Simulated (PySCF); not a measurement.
## Adding and removing an electron: CH

PBE; basis H def2-TZVPPD, C def2-TZVPPD; no relativity; PySCF 2.14. Neutral (UKS): doublet (π ↑), Re = 1.136 Å, ωe = 2735 cm⁻¹, De = 3.68 eV, HOMO -5.92 eV, LUMO -5.34 eV.

CH⁺ (UKS): singlet (closed shell), Re = 1.154 Å, ωe = 2678 cm⁻¹, De = 4.20 eV to H + C⁺. The energies at the minima are -38.43072 hartree for CH and -38.02602 for CH⁺.

(1) Work out the adiabatic ionisation energy, without and with harmonic zero-point energies (1 hartree = 27.2114 eV, 1 eV = 8065.5 cm⁻¹), and the change of the bond length.

CH⁻ (UKS): triplet (π ↑↑), Re = 1.149 Å, ωe = 2532 cm⁻¹, De = 3.74 eV to H + C⁻. The energies at the minima are -38.43072 hartree for CH and -38.47732 for CH⁻.

(2) Work out the adiabatic electron affinity, without and with harmonic zero-point energies (1 hartree = 27.2114 eV, 1 eV = 8065.5 cm⁻¹), and the change of the bond length.

For an ion De counts to the pair picked by the measured ionisation energies or electron affinities, which need not be the lowest pair at this level. The highest Kohn–Sham level is positive in this anion. Much of that is self-interaction error, but it also means that the finite basis helps to hold the extra electron. States were picked by a PBE0 search and need not be the measured ground states.

Answers

(1) At PBE: 0.40470 hartree = 11.012 eV between the minima; the zero-point term (2678.0 − 2735.0)/2 cm⁻¹ = -0.004 eV makes it 11.009 eV. Re changes by +1.8 pm against the neutral. The electron leaves a π orbital, which is non-bonding in a hydride.

(2) At PBE: 0.04660 hartree = 1.268 eV between the minima; the zero-point term (2735.0 − 2532.0)/2 cm⁻¹ = +0.013 eV makes it 1.281 eV. Re changes by +1.3 pm against the neutral. The electron enters a π orbital, which is non-bonding in a hydride.
